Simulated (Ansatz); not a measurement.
Species: C₂H₈N (charge +1, singlet). It need not be the lowest isomer of its formula. 
Structure (B3LYP-D3(BJ)/def2-TZVP (Ansatz, a program for electronic structure) minimum search):
```xyz
11

C     -0.0102    -0.2799     1.2603
N      0.0275     0.5411     0.0018
C     -0.0179    -0.2714    -1.2620
H      0.8489    -0.9453     1.2605
H      0.0266     0.3882     2.1168
H     -0.9323    -0.8547     1.2662
H      0.8738     1.1149     0.0011
H      0.8412    -0.9367    -1.2720
H      0.0136     0.4026    -2.1143
H     -0.9401    -0.8461    -1.2663
H     -0.7561     1.1978     0.0064
```
Charge +1, spin multiplicity 1.

Basis-set convergence of Hartree-Fock and CCSD(T) correlation energies (hartree) with Ansatz. Cores are frozen in the correlated levels unless marked. No spin-orbit coupling. Non-relativistic.

| basis | functions | E(HF) | E(corr, CCSD(T)) | rough core time |
|---|---|---|---|---|
| cc-pVDZ | - | -134.62809 | -0.52311 | under 20 s |
| cc-pVTZ | 202 | ___ | ___ | 50 s |

**Question.** Complete the blanks.

**Answer.** 
- cc-pVTZ, E(HF): -134.66917
- cc-pVTZ, E(corr, CCSD(T)): -0.62856
